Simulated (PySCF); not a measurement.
## Broadened absorption spectrum of acrylamide

Species: acrylamide, C₃H₅NO.
SMILES with atom numbers: `[CH2:1]=[CH:2][C:3]([NH2:4])=[O:5]` (hydrogens: H6, H7 on C1; H8 on C2; H9, H10 on N4)

The calculation used PySCF 2.14.0, density-fitted response routines, TDDFT CAM-B3LYP/def2-SVPD, vertical, gas phase, core orbitals frozen in the response. Isolated species at its PBE0-D3(BJ)/def2-SVP geometry (one conformer only). Torsions of this conformer, `[CH2:1]=[CH:2][C:3]([NH2:4])=[O:5]`: C1–C2–C3–N4 180°, H–N4–C3–C2 -4°, H–N4–C3–C2 -178°.

Computed states:

```json
{"state": "S1", "E (eV)": "4.85", "f": "0.0000"}
{"state": "S2", "E (eV)": "6.29", "f": "0.043"}
{"state": "S3", "E (eV)": "6.69", "f": "0.416"}
{"state": "S4", "E (eV)": "7.27", "f": "0.012"}
{"state": "S5", "E (eV)": "7.46", "f": "0.050"}
{"state": "S6", "E (eV)": "7.69", "f": "0.019"}
{"state": "S7", "E (eV)": "7.72", "f": "0.0047"}
{"state": "S8", "E (eV)": "8.11", "f": "0.0006"}
{"state": "S9", "E (eV)": "8.33", "f": "0.023"}
{"state": "S10", "E (eV)": "8.42", "f": "0.0062"}
```

Broadening: Gaussians 0.4 eV wide at half height, area fixed by f = 4.319×10⁻⁹ ∫ε dν̃. The width is an assumption, not a result. The curve ends short of the highest state used, and states not computed would add to its high-energy end.

(1) Give the broadened spectrum and its maxima.

(2) On this curve, what absorbance would a 10⁻⁴ mol/L sample give at 254 nm over a 1 cm path?

(3) Coming from long wavelengths, where does ε first pass 100 L mol⁻¹ cm⁻¹?

Results:

(1) 
(E (eV), ε (L mol⁻¹ cm⁻¹)): (4.25, 0), (4.32, 0), (4.38, 0), (4.44, 0), (4.51, 0), (4.57, 0), (4.64, 1), (4.70, 1), (4.77, 1), (4.83, 1), (4.90, 1), (4.96, 1), (5.03, 1), (5.09, 0), (5.16, 0), (5.22, 0), (5.29, 0), (5.35, 0), (5.42, 0), (5.48, 0), (5.55, 0), (5.61, 1), (5.68, 5), (5.74, 16), (5.81, 56), (5.87, 143), (5.94, 363), (6.00, 706), (6.07, 1324), (6.13, 2024), (6.20, 2998), (6.26, 4026), (6.33, 5810), (6.39, 8349), (6.46, 12986), (6.52, 18173), (6.59, 24205), (6.65, 27585), (6.72, 27709), (6.78, 24392), (6.85, 18008), (6.91, 12191), (6.98, 6758), (7.04, 3832), (7.10, 2381), (7.17, 2018), (7.23, 2382), (7.30, 3144), (7.36, 3805), (7.43, 4326), (7.49, 4440), (7.56, 4175), (7.62, 3690), (7.69, 2963), (7.75, 2303), (7.82, 1588)

Maxima: 185 nm (6.69 eV), ε about 28000, made up of S3 (99%); 166 nm (7.48 eV), ε about 4400, made up of S5 (75%) and S6 (14%) (ε in L mol⁻¹ cm⁻¹; maxima over ε = 5, shares over 10%).

(2) 254 nm is 4.881 eV, where ε is about 1.3 L mol⁻¹ cm⁻¹, so A = ε c l ≈ 0.00013 (Beer–Lambert, with the gas-phase spectrum and the assumed width).

(3) At about 212 nm (5.85 eV), 1.00 eV above S1.

The vertical ionisation energy (ΔSCF) is 9.93 eV, 1.52 eV above S10.

The run took 1.8 min of wall time on one thread of an Arm Neoverse V1, shared host with 32 logical CPUs at a one-minute load of 27, and the process peaked at 0.60 GiB of memory.
